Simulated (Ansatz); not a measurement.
# BH2+ (singlet): the correlation ladder at distance B1–H2 = 1.850 Å, cc-pVQZ

An exercise on one series of results from a longer session: the logs are not shown, and one member is left open.

The runs use Ansatz 0.2.0, Gaussian basis; cc-pVQZ, core rule «outside noble gas», up to 1 orbitals frozen.

To be run: UHF; CCSD(T) on RHF; CCSD(T) on UHF; BCCD(T) on RHF; CCSDT(Q) on RHF; CCSDT(Q) on UHF; CASSCF and MRCISD+Q, 4 electrons in 6 orbitals; CASSCF and NEVPT2, 4 electrons in 6 orbitals; Full CI.

### The geometry

The geometry derives from a PBE0/def2-TZVP stationary point (not a proven minimum). One bond is set to the value named and the two fragments are kept rigid.

3 atoms, charge 1, spin multiplicity 1.

Atoms are counted from 1 here; the program's logs count them from 0.

Bond lengths: B1–H3 1.179 Å.

Set-up of the first run:

Input file in.yaml:

```yaml
crystal:
  periodic: [false, false, false]
  atoms:
    - {symbol: B, position_ang: [0.000000, 0.000000, 0.223606]}
    - {symbol: H, position_ang: [0.000000, 0.000000, -1.626394]}
    - {symbol: H, position_ang: [0.000000, 0.000000, 1.402787]}
basis:
  gaussian: {orbitals: cc-pVQZ}
total_charge: 1
magnetization: {spin_polarized: true, initial_magnetization: 0}
hamiltonian: {xc: hf}
output: {orbitals: {seedname: orbitals}}
```

Started as:

```console
> ansatz run in.yaml --threads 1 --pin off --events-out ev --progress --plain --max-ram 4096MiB --backend cpu
```

Among the steps run: UHF; CCSD(T) on RHF; CCSD(T) on UHF; BCCD(T) on RHF; CCSDT(Q) on RHF; CCSDT(Q) on UHF; CASSCF and MRCISD+Q, 4 electrons in 6 orbitals; CASSCF and NEVPT2, 4 electrons in 6 orbitals; Full CI.

One of the session's tables, all rows but one given; the rest of the session is left out.

| method | from FCI (kcal/mol) |
| --- | --- |
| RHF | +64.50 |
| UHF | ? |
| RMP2 | +14.93 |
| RCCSD | +1.46 |
| RCCSD(T) | +0.35 |
| BCCD(T) | +0.33 |
| RCCSDT | +0.04 |
| RCCSDT(Q) | +0.01 |
| CASSCF valence | +22.33 |
| NEVPT2 valence | +7.53 |
| MRCISD valence | +1.42 |
| MRCISD+Q valence | +1.05 |
| FCI | 0 |

Estimate the missing values for UHF.

The run gave: from FCI (kcal/mol): +64.38. In the column «from FCI (kcal/mol)» it lies between CASSCF valence (+22.33) and RHF (+64.50).

Not comparable, so not listed: CCSD(T) on UHF; CCSDT(Q) on UHF (they don't share determinant, frozen orbitals or solution with the rows shown, or repeat one).
